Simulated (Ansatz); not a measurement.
A calculation with Ansatz (development build ahead of 0.2.0).

```yaml
crystal:
  periodic: [false, false, false]
  atoms:
    - { symbol: C, position_ang: [0.0, 0.0, 0.0] }
    - { symbol: H, position_ang: [0.0, 0.9603, 0.4074] }
    - { symbol: H, position_ang: [0.0, -0.99, 0.42] }
basis:
  gaussian: { orbitals: STO-3G }
magnetization:
  spin_polarized: true
  initial_magnetization: 2
hamiltonian:
  xc: hf
correlation:
  method: ccsd_t
  frozen_orbitals: { C: 1, H: 0 }
```

The input is written out in the form of the current development build from the run's settings.

Results

```yaml
Converged: yes
Reference_energy: -38.43353 hartree
CCSD_correlation_energy: -0.03594 hartree
Triples_correction: -0.00009 hartree
Total_energy: -38.46956 hartree
Spin_squared_of_the_determinant: 2.018
```
